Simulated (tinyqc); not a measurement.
Worked calculation (part 1 of 3): UHF in the sto-6g basis, for LiH, spin multiplicity 1. This run ends on a higher stationary point, not on the lowest solution. Computed by tinyqc, a small Python program that keeps every step (integrals from PySCF). Settings: charge = 0, multiplicity = 1, basis = sto-6g, energy threshold = 1e-08, iteration cap = 80, orthogonalisation = symmetric, start = Wolfsberg-Helmholz matrix, DIIS depth = 6, method = UHF, break = 0.2. Command: `OMP_NUM_THREADS=1 python tinyqc.py 20666 20667 out.jsonl` (the two numbers bound the seeds that draw the settings). One thread of a shared host (Intel(R) Xeon(R) Processor @ 2.60GHz), about 0.2 s of CPU time with the checks. Later iterations appear only in the table of the cycle.

## One-electron integrals

Geometry (angstrom):
```
atom         x         y         z
Li    0.000000  0.000000  0.000000
H     0.000000  0.000000  2.971000
```

Basis sto-6g: exponents (1/bohr^2) and contraction coefficients of normalised primitives:
```
element  l (shell)    exponent  coefficient
Li           s (1)  167.175846     0.009164
Li           s (1)   30.651508     0.049361
Li           s (1)    8.575187     0.168538
Li           s (1)    2.945808     0.370563
Li           s (1)    1.143944     0.416492
Li           s (1)    0.471139     0.130334
Li           s (2)    6.597564    -0.013253
Li           s (2)    1.305830    -0.046992
Li           s (2)    0.405851    -0.033785
Li           s (2)    0.156146     0.250242
Li           s (2)    0.067814     0.595117
Li           s (2)    0.031084     0.240706
Li           p (3)    6.597564     0.003760
Li           p (3)    1.305830     0.037679
Li           p (3)    0.405851     0.173897
Li           p (3)    0.156146     0.418036
Li           p (3)    0.067814     0.425860
Li           p (3)    0.031084     0.101708
H            s (1)   35.523221     0.009164
H            s (1)    6.513144     0.049361
H            s (1)    1.822143     0.168538
H            s (1)    0.625955     0.370563
H            s (1)    0.243077     0.416492
H            s (1)    0.100112     0.130334
```

Overlap, kinetic and nuclear-attraction integrals over the contracted functions; the nuclear repulsion is the sum of Za Zb / Rab.

nuclear repulsion = 0.53434252 hartree

overlap S:
```
           1Li 1s    1Li 2s   1Li 2px   1Li 2py   1Li 2pz     2H 1s
1Li 1s   1.000000  0.235742  0.000000  0.000000  0.000000  0.003220
1Li 2s   0.235742  1.000000  0.000000  0.000000  0.000000  0.129399
1Li 2px  0.000000  0.000000  1.000000  0.000000  0.000000  0.000000
1Li 2py  0.000000  0.000000  0.000000  1.000000  0.000000  0.000000
1Li 2pz  0.000000  0.000000  0.000000  0.000000  1.000000  0.199102
2H 1s    0.003220  0.129399  0.000000  0.000000  0.199102  1.000000
```

kinetic energy T (hartree):
```
            1Li 1s     1Li 2s   1Li 2px   1Li 2py   1Li 2pz      2H 1s
1Li 1s    3.616742  -0.110723  0.000000  0.000000  0.000000  -0.001598
1Li 2s   -0.110723   0.106524  0.000000  0.000000  0.000000  -0.002088
1Li 2px   0.000000   0.000000  0.320007  0.000000  0.000000   0.000000
1Li 2py   0.000000   0.000000  0.000000  0.320007  0.000000   0.000000
1Li 2pz   0.000000   0.000000  0.000000  0.000000  0.320007   0.006655
2H 1s    -0.001598  -0.002088  0.000000  0.000000  0.006655   0.768522
```

nuclear attraction V (hartree):
```
            1Li 1s     1Li 2s    1Li 2px    1Li 2py    1Li 2pz      2H 1s
1Li 1s   -8.245258  -0.870351   0.000000   0.000000  -0.004937  -0.011981
1Li 2s   -0.870351  -1.376861   0.000000   0.000000  -0.054925  -0.167923
1Li 2px   0.000000   0.000000  -1.364974   0.000000   0.000000   0.000000
1Li 2py   0.000000   0.000000   0.000000  -1.364974   0.000000   0.000000
1Li 2pz  -0.004937  -0.054925   0.000000   0.000000  -1.400469  -0.260764
2H 1s    -0.011981  -0.167923   0.000000   0.000000  -0.260764  -1.773900
```

core Hamiltonian H = T + V (hartree):
```
            1Li 1s     1Li 2s    1Li 2px    1Li 2py    1Li 2pz      2H 1s
1Li 1s   -4.628516  -0.981074   0.000000   0.000000  -0.004937  -0.013579
1Li 2s   -0.981074  -1.270337   0.000000   0.000000  -0.054925  -0.170011
1Li 2px   0.000000   0.000000  -1.044967   0.000000   0.000000   0.000000
1Li 2py   0.000000   0.000000   0.000000  -1.044967   0.000000   0.000000
1Li 2pz  -0.004937  -0.054925   0.000000   0.000000  -1.080462  -0.254109
2H 1s    -0.013579  -0.170011   0.000000   0.000000  -0.254109  -1.005378
```

## Two-electron integrals

Functions are numbered as in S; the eight-fold symmetry (ij|kl) = (ji|kl) = (kl|ij) leaves the list below.

Two-electron integrals (ij|kl) in chemists' order, unique and non-zero (hartree):
```
(11|11) 1.681247   (21|11) 0.242603   (21|21) 0.044507   (22|11) 0.397190
(22|21) 0.090279   (22|22) 0.290625   (31|31) 0.009437   (32|31) 0.014261
(32|32) 0.064236   (33|11) 0.397190   (33|21) 0.090279   (33|22) 0.290625
(33|33) 0.313125   (41|41) 0.009437   (42|41) 0.014261   (42|42) 0.064236
(43|43) 0.016875   (44|11) 0.397190   (44|21) 0.090279   (44|22) 0.290625
(44|33) 0.279374   (44|44) 0.313125   (51|51) 0.009437   (52|51) 0.014261
(52|52) 0.064236   (53|53) 0.016875   (54|54) 0.016875   (55|11) 0.397190
(55|21) 0.090279   (55|22) 0.290625   (55|33) 0.279374   (55|44) 0.279374
(55|55) 0.313125   (61|11) 0.003156   (61|21) 0.000574   (61|22) 0.001207
(61|33) 0.001189   (61|44) 0.001189   (61|51) 0.000077   (61|52) 0.000169
(61|55) 0.001242   (61|61) 0.000008   (62|11) 0.029743   (62|21) 0.006970
(62|22) 0.027377   (62|33) 0.025819   (62|44) 0.025819   (62|51) 0.000965
(62|52) 0.008342   (62|55) 0.030492   (62|61) 0.000112   (62|62) 0.007054
(63|31) 0.000272   (63|32) 0.001768   (63|53) 0.000857   (63|63) 0.000235
(64|41) 0.000272   (64|42) 0.001768   (64|54) 0.000857   (64|64) 0.000235
(65|11) 0.043986   (65|21) 0.010340   (65|22) 0.041251   (65|33) 0.038665
(65|44) 0.038665   (65|51) 0.001516   (65|52) 0.013193   (65|55) 0.046423
(65|61) 0.000168   (65|62) 0.011239   (65|65) 0.017949   (66|11) 0.178112
(66|21) 0.041987   (66|22) 0.176102   (66|33) 0.164936   (66|44) 0.164936
(66|51) 0.004935   (66|52) 0.053719   (66|55) 0.198432   (66|61) 0.000667
(66|62) 0.064573   (66|65) 0.104691   (66|66) 0.774999
```

## Orthogonalisation

S = U s U^T; symmetric (Loewdin) form X = U s^(-1/2) U^T, so that X^T S X = 1.

eigenvalues of S: 0.707518  0.838781  1.000000  1.000000  1.157999  1.295702

X:
```
            1Li 1s     1Li 2s   1Li 2px   1Li 2py    1Li 2pz      2H 1s
1Li 1s    1.021953  -0.123383  0.000000  0.000000  -0.001818   0.010717
1Li 2s   -0.123383   1.028782  0.000000  0.000000   0.010462  -0.069265
1Li 2px   0.000000   0.000000  1.000000  0.000000   0.000000   0.000000
1Li 2py   0.000000   0.000000  0.000000  1.000000   0.000000   0.000000
1Li 2pz  -0.001818   0.010462  0.000000  0.000000   1.015514  -0.103264
2H 1s     0.010717  -0.069265  0.000000  0.000000  -0.103264   1.022284
```

## Starting guess

The start is the generalised Wolfsberg-Helmholz matrix (K = 1.75) built on H, with HOMO and LUMO mixed by +/-0.2 rad for the two spins; D(s) = C_occ C_occ^T for each spin.

D(alpha) at the start:
```
            1Li 1s    1Li 2s    1Li 2px    1Li 2py    1Li 2pz      2H 1s
1Li 1s    0.988877  0.009769  -0.015048  -0.008341  -0.052259  -0.051990
1Li 2s    0.009769  0.097937   0.053996   0.029931   0.189388   0.174668
1Li 2px  -0.015048  0.053996   0.030192   0.016736   0.105887   0.097736
1Li 2py  -0.008341  0.029931   0.016736   0.009277   0.058696   0.054177
1Li 2pz  -0.052259  0.189388   0.105887   0.058696   0.371359   0.342768
2H 1s    -0.051990  0.174668   0.097736   0.054177   0.342768   0.316392
```

D(beta) at the start:
```
            1Li 1s     1Li 2s    1Li 2px    1Li 2py    1Li 2pz      2H 1s
1Li 1s    0.988877   0.009769   0.015048   0.008341  -0.052259  -0.051990
1Li 2s    0.009769   0.097937  -0.053996  -0.029931   0.189388   0.174668
1Li 2px   0.015048  -0.053996   0.030192   0.016736  -0.105887  -0.097736
1Li 2py   0.008341  -0.029931   0.016736   0.009277  -0.058696  -0.054177
1Li 2pz  -0.052259   0.189388  -0.105887  -0.058696   0.371359   0.342768
2H 1s    -0.051990   0.174668  -0.097736  -0.054177   0.342768   0.316392
```

## Iteration 1: building the Fock matrix

J_ij = sum D_kl (ij|kl) with D = D(alpha) + D(beta), K_ij = sum D_kl (ik|jl) for each spin; F = H + J - K(s); E = tr D H + tr D J / 2 - 0.5 sum_s tr D(s) K(s) + E_nn.

Coulomb J (hartree):
```
           1Li 1s    1Li 2s   1Li 2px   1Li 2py   1Li 2pz     2H 1s
1Li 1s   3.931864  0.618906  0.000000  0.000000  0.014690  0.008357
1Li 2s   0.618906  1.271660  0.000000  0.000000  0.103555  0.156436
1Li 2px  0.000000  0.000000  1.252760  0.001130  0.000000  0.000000
1Li 2py  0.000000  0.000000  0.001130  1.251348  0.000000  0.000000
1Li 2pz  0.014690  0.103555  0.000000  0.000000  1.310875  0.241360
2H 1s    0.008357  0.156436  0.000000  0.000000  0.241360  1.267381
```

exchange K(alpha) (hartree):
```
            1Li 1s    1Li 2s    1Li 2px    1Li 2py    1Li 2pz     2H 1s
1Li 1s    1.675450  0.259196  -0.000331  -0.000184  -0.000908  0.004564
1Li 2s    0.259196  0.117419   0.020284   0.011244   0.088347  0.089640
1Li 2px  -0.000331  0.020284   0.033030   0.004958   0.035232  0.021796
1Li 2py  -0.000184  0.011244   0.004958   0.026834   0.019530  0.012082
1Li 2pz  -0.000908  0.088347   0.035232   0.019530   0.174804  0.144680
2H 1s     0.004564  0.089640   0.021796   0.012082   0.144680  0.351076
```

exchange K(beta) (hartree):
```
            1Li 1s     1Li 2s    1Li 2px    1Li 2py    1Li 2pz      2H 1s
1Li 1s    1.675450   0.259196   0.000331   0.000184  -0.000908   0.004564
1Li 2s    0.259196   0.117419  -0.020284  -0.011244   0.088347   0.089640
1Li 2px   0.000331  -0.020284   0.033030   0.004958  -0.035232  -0.021796
1Li 2py   0.000184  -0.011244   0.004958   0.026834  -0.019530  -0.012082
1Li 2pz  -0.000908   0.088347  -0.035232  -0.019530   0.174804   0.144680
2H 1s     0.004564   0.089640  -0.021796  -0.012082   0.144680   0.351076
```

F(alpha) (hartree):
```
            1Li 1s     1Li 2s    1Li 2px    1Li 2py    1Li 2pz      2H 1s
1Li 1s   -2.372102  -0.621364   0.000331   0.000184   0.010661  -0.009787
1Li 2s   -0.621364  -0.116096  -0.020284  -0.011244  -0.039718  -0.103214
1Li 2px   0.000331  -0.020284   0.174763  -0.003828  -0.035232  -0.021796
1Li 2py   0.000184  -0.011244  -0.003828   0.179547  -0.019530  -0.012082
1Li 2pz   0.010661  -0.039718  -0.035232  -0.019530   0.055609  -0.157428
2H 1s    -0.009787  -0.103214  -0.021796  -0.012082  -0.157428  -0.089073
```

F(beta) (hartree):
```
            1Li 1s     1Li 2s    1Li 2px    1Li 2py    1Li 2pz      2H 1s
1Li 1s   -2.372102  -0.621364  -0.000331  -0.000184   0.010661  -0.009787
1Li 2s   -0.621364  -0.116096   0.020284   0.011244  -0.039718  -0.103214
1Li 2px  -0.000331   0.020284   0.174763  -0.003828   0.035232   0.021796
1Li 2py  -0.000184   0.011244  -0.003828   0.179547   0.019530   0.012082
1Li 2pz   0.010661  -0.039718   0.035232   0.019530   0.055609  -0.157428
2H 1s    -0.009787  -0.103214   0.021796   0.012082  -0.157428  -0.089073
```

total energy of this density = -7.74657962 hartree

## Iteration 1: diagonalisation and new density

Diagonalise F' = X^T F X, C = X C', fill 2 alpha and 2 beta electrons from the bottom; D(s) = C_occ C_occ^T. Each column has its largest component positive (the first on a tie).

F' = X^T F X (alpha) (hartree):
```
           1          2          3          4          5          6
1  -2.322468  -0.349946   0.002672   0.001481   0.011774   0.018568
2  -0.349946   0.012226  -0.019768  -0.010958  -0.020541  -0.100734
3   0.002672  -0.019768   0.174763  -0.003828  -0.033741  -0.017235
4   0.001481  -0.010958  -0.003828   0.179547  -0.018703  -0.009554
5   0.011774  -0.020541  -0.033741  -0.018703   0.088755  -0.160417
6   0.018568  -0.100734  -0.017235  -0.009554  -0.160417  -0.045353
```

orbital energies (alpha) (hartree): MO1 -2.373831, MO2 -0.195095, MO3 0.089060, MO4 0.164574, MO5 0.181669, MO6 0.221093

coefficients C (alpha):
```
               MO1        MO2        MO3        MO4        MO5        MO6
1Li 1s    0.993240  -0.087265  -0.240012  -0.033996   0.000000  -0.082632
1Li 2s    0.027188   0.326425   0.914329   0.143274   0.000000   0.338682
1Li 2px   0.000027   0.101245  -0.000823   0.761771  -0.484820  -0.417617
1Li 2py   0.000015   0.056122  -0.000456   0.422268   0.874614  -0.231495
1Li 2pz  -0.003787   0.418050  -0.446168   0.349153   0.000000   0.739115
2H 1s    -0.000973   0.727315  -0.136509  -0.416329   0.000000  -0.582828
```

F' = X^T F X (beta) (hartree):
```
           1          2          3          4          5          6
1  -2.322468  -0.349946  -0.002672  -0.001481   0.011774   0.018568
2  -0.349946   0.012226   0.019768   0.010958  -0.020541  -0.100734
3  -0.002672   0.019768   0.174763  -0.003828   0.033741   0.017235
4  -0.001481   0.010958  -0.003828   0.179547   0.018703   0.009554
5   0.011774  -0.020541   0.033741   0.018703   0.088755  -0.160417
6   0.018568  -0.100734   0.017235   0.009554  -0.160417  -0.045353
```

orbital energies (beta) (hartree): MO1 -2.373831, MO2 -0.195095, MO3 0.089060, MO4 0.164574, MO5 0.181669, MO6 0.221093

coefficients C (beta):
```
               MO1        MO2        MO3        MO4        MO5        MO6
1Li 1s    0.993240  -0.087265  -0.240012   0.033996   0.000000  -0.082632
1Li 2s    0.027188   0.326425   0.914329  -0.143274   0.000000   0.338682
1Li 2px  -0.000027  -0.101245   0.000823   0.761771  -0.484820   0.417617
1Li 2py  -0.000015  -0.056122   0.000456   0.422268   0.874614   0.231495
1Li 2pz  -0.003787   0.418050  -0.446168  -0.349153   0.000000   0.739115
2H 1s    -0.000973   0.727315  -0.136509   0.416329   0.000000  -0.582828
```

D(alpha) after iteration 1:
```
            1Li 1s     1Li 2s    1Li 2px    1Li 2py    1Li 2pz      2H 1s
1Li 1s    0.994140  -0.001481  -0.008809  -0.004883  -0.040243  -0.064435
1Li 2s   -0.001481   0.107292   0.033049   0.018320   0.136359   0.237387
1Li 2px  -0.008809   0.033049   0.010250   0.005682   0.042325   0.073637
1Li 2py  -0.004883   0.018320   0.005682   0.003150   0.023462   0.040819
1Li 2pz  -0.040243   0.136359   0.042325   0.023462   0.174780   0.304058
2H 1s    -0.064435   0.237387   0.073637   0.040819   0.304058   0.528988
```

D(beta) after iteration 1:
```
            1Li 1s     1Li 2s    1Li 2px    1Li 2py    1Li 2pz      2H 1s
1Li 1s    0.994140  -0.001481   0.008809   0.004883  -0.040243  -0.064435
1Li 2s   -0.001481   0.107292  -0.033049  -0.018320   0.136359   0.237387
1Li 2px   0.008809  -0.033049   0.010250   0.005682  -0.042325  -0.073637
1Li 2py   0.004883  -0.018320   0.005682   0.003150  -0.023462  -0.040819
1Li 2pz  -0.040243   0.136359  -0.042325  -0.023462   0.174780   0.304058
2H 1s    -0.064435   0.237387  -0.073637  -0.040819   0.304058   0.528988
```

## Iteration 2: building the Fock matrix

As before.

Coulomb J (hartree):
```
           1Li 1s    1Li 2s   1Li 2px   1Li 2py   1Li 2pz     2H 1s
1Li 1s   3.845435  0.598917  0.000000  0.000000  0.014220  0.008090
1Li 2s   0.598917  1.223101  0.000000  0.000000  0.113498  0.169371
1Li 2px  0.000000  0.000000  1.203127  0.000384  0.000000  0.000000
1Li 2py  0.000000  0.000000  0.000384  1.202648  0.000000  0.000000
1Li 2pz  0.014220  0.113498  0.000000  0.000000  1.263530  0.263682
2H 1s    0.008090  0.169371  0.000000  0.000000  0.263682  1.502370
```

exchange K(alpha) (hartree):
```
            1Li 1s    1Li 2s    1Li 2px    1Li 2py    1Li 2pz     2H 1s
1Li 1s    1.677145  0.253288  -0.000019  -0.000011  -0.001526  0.004298
1Li 2s    0.253288  0.108153   0.012839   0.007117   0.074454  0.106841
1Li 2px  -0.000019  0.012839   0.023894   0.001683   0.015449  0.014734
1Li 2py  -0.000011  0.007117   0.001683   0.021790   0.008564  0.008168
1Li 2pz  -0.001526  0.074454   0.015449   0.008564   0.114979  0.151205
2H 1s     0.004298  0.106841   0.014734   0.008168   0.151205  0.511158
```

exchange K(beta) (hartree):
```
            1Li 1s     1Li 2s    1Li 2px    1Li 2py    1Li 2pz      2H 1s
1Li 1s    1.677145   0.253288   0.000019   0.000011  -0.001526   0.004298
1Li 2s    0.253288   0.108153  -0.012839  -0.007117   0.074454   0.106841
1Li 2px   0.000019  -0.012839   0.023894   0.001683  -0.015449  -0.014734
1Li 2py   0.000011  -0.007117   0.001683   0.021790  -0.008564  -0.008168
1Li 2pz  -0.001526   0.074454  -0.015449  -0.008564   0.114979   0.151205
2H 1s     0.004298   0.106841  -0.014734  -0.008168   0.151205   0.511158
```

F(alpha) (hartree):
```
            1Li 1s     1Li 2s    1Li 2px    1Li 2py    1Li 2pz      2H 1s
1Li 1s   -2.460226  -0.635445   0.000019   0.000011   0.010809  -0.009787
1Li 2s   -0.635445  -0.155389  -0.012839  -0.007117  -0.015881  -0.107481
1Li 2px   0.000019  -0.012839   0.134266  -0.001300  -0.015449  -0.014734
1Li 2py   0.000011  -0.007117  -0.001300   0.135890  -0.008564  -0.008168
1Li 2pz   0.010809  -0.015881  -0.015449  -0.008564   0.068088  -0.141632
2H 1s    -0.009787  -0.107481  -0.014734  -0.008168  -0.141632  -0.014166
```

F(beta) (hartree):
```
            1Li 1s     1Li 2s    1Li 2px    1Li 2py    1Li 2pz      2H 1s
1Li 1s   -2.460226  -0.635445  -0.000019  -0.000011   0.010809  -0.009787
1Li 2s   -0.635445  -0.155389   0.012839   0.007117  -0.015881  -0.107481
1Li 2px  -0.000019   0.012839   0.134266  -0.001300   0.015449   0.014734
1Li 2py  -0.000011   0.007117  -0.001300   0.135890   0.008564   0.008168
1Li 2pz   0.010809  -0.015881   0.015449   0.008564   0.068088  -0.141632
2H 1s    -0.009787  -0.107481   0.014734   0.008168  -0.141632  -0.014166
```

total energy of this density = -7.78435414 hartree

## Iteration 2: DIIS over 2 matrices

error matrix X^T (FDS - SDF) X (alpha):
```
           1          2          3          4          5          6
1   0.000000  -0.006980   0.001204   0.000667   0.002675   0.006658
2   0.006980   0.000000  -0.005076  -0.002814  -0.011694  -0.027737
3  -0.001204   0.005076   0.000000   0.000000   0.003661   0.003332
4  -0.000667   0.002814   0.000000   0.000000   0.002029   0.001847
5  -0.002675   0.011694  -0.003661  -0.002029   0.000000  -0.012351
6  -0.006658   0.027737  -0.003332  -0.001847   0.012351   0.000000
```

B (overlaps of the stored error matrices):
```
                1               2
1   3.2283354e-02  -3.4307945e-03
2  -3.4307945e-03   4.9057703e-03
```

Minimise |sum c_i e_i|^2 with sum c_i = 1: solve [B -1; -1 0][c; lambda] = [0; -1] with B_ij = tr e_i^T e_j summed over both spins, and take F = sum c_i F_i.

DIIS coefficients: 0.189249  0.810751

extrapolated F(alpha) (hartree):
```
            1Li 1s     1Li 2s    1Li 2px    1Li 2py    1Li 2pz      2H 1s
1Li 1s   -2.443548  -0.632780   0.000078   0.000043   0.010781  -0.009787
1Li 2s   -0.632780  -0.147953  -0.014248  -0.007898  -0.020392  -0.106674
1Li 2px   0.000078  -0.014248   0.141930  -0.001778  -0.019193  -0.016071
1Li 2py   0.000043  -0.007898  -0.001778   0.144152  -0.010639  -0.008908
1Li 2pz   0.010781  -0.020392  -0.019193  -0.010639   0.065727  -0.144621
2H 1s    -0.009787  -0.106674  -0.016071  -0.008908  -0.144621  -0.028342
```

extrapolated F(beta) (hartree):
```
            1Li 1s     1Li 2s    1Li 2px    1Li 2py    1Li 2pz      2H 1s
1Li 1s   -2.443548  -0.632780  -0.000078  -0.000043   0.010781  -0.009787
1Li 2s   -0.632780  -0.147953   0.014248   0.007898  -0.020392  -0.106674
1Li 2px  -0.000078   0.014248   0.141930  -0.001778   0.019193   0.016071
1Li 2py  -0.000043   0.007898  -0.001778   0.144152   0.010639   0.008908
1Li 2pz   0.010781  -0.020392   0.019193   0.010639   0.065727  -0.144621
2H 1s    -0.009787  -0.106674   0.016071   0.008908  -0.144621  -0.028342
```
